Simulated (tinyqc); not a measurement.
Stretching all distances: RHF, UHF, MP2, CISD and CCSD against full CI in the sto-3g basis, for BH, spin multiplicity 1. Computed by the program tinyqc with PySCF. All coordinates are multiplied by the scale. c0^2 is the weight of the RHF determinant in the lowest singlet FCI state (UHF is spin-contaminated and may lie near states of higher spin) and n(LUMO) the first natural occupation beyond the occupied space.

Geometry (angstrom):
```
atom       x       y       z
B     0.0000  0.0000  0.0000
H     0.0000  0.0000  1.1330
```

Full CI energy (hartree) and errors against it (kcal/mol):
```
scale   distance 1-2 (angstrom)      E(FCI)       RHF      UHF      MP2    CISD    CCSD  <S^2> UHF    c0^2  n(LUMO)
0.9700                   1.0990  -24.798259   33.5089  25.0001  16.5157  0.9341  0.1107     0.5682  0.9162   0.0764
1.1500                   1.3030  -24.808785   37.4654  31.4419  17.9925  1.2695  0.0977     0.4945  0.9145   0.0711
1.3400                   1.5182  -24.788227   43.8767  39.7338  20.7658  1.8767  0.1001     0.4241  0.9043   0.0674
1.7100                   1.9374  -24.727307   63.4649  50.9175  30.0347  4.0491  0.0953     0.6615  0.8475   0.1820
1.8900                   2.1414  -24.702464   76.2679  44.5239  36.1801  5.6484  0.0789     0.7592  0.7970   0.2837
2.0800                   2.3566  -24.683333   91.4288  37.3393  43.0759  7.6082  0.0528     0.8780  0.7304   0.4126
2.2600                   2.5606  -24.671540  106.3719  32.3362  48.9695  9.4954  0.0256     0.9369  0.6638   0.5390
```

Estimate the missing row, scale = 1.52.

Computed row:
```
scale   distance 1-2 (angstrom)      E(FCI)      RHF      UHF      MP2    CISD    CCSD  <S^2> UHF    c0^2  n(LUMO)
1.5200                   1.7222  -24.758636  52.2154  49.3229  24.6338  2.7500  0.1019     0.3736  0.8839   0.1046
```

UHF lies below RHF over the whole range. The weight c0^2 goes from 0.92 to 0.66 and n(LUMO) from 0.08 to 0.54: static correlation grows as the bonds break into open-shell fragments. The spread of the error along the curve, which distorts its shape, is CCSD 0.1, CISD 8.6, UHF 25.9, MP2 32.5, RHF 72.9 kcal/mol.
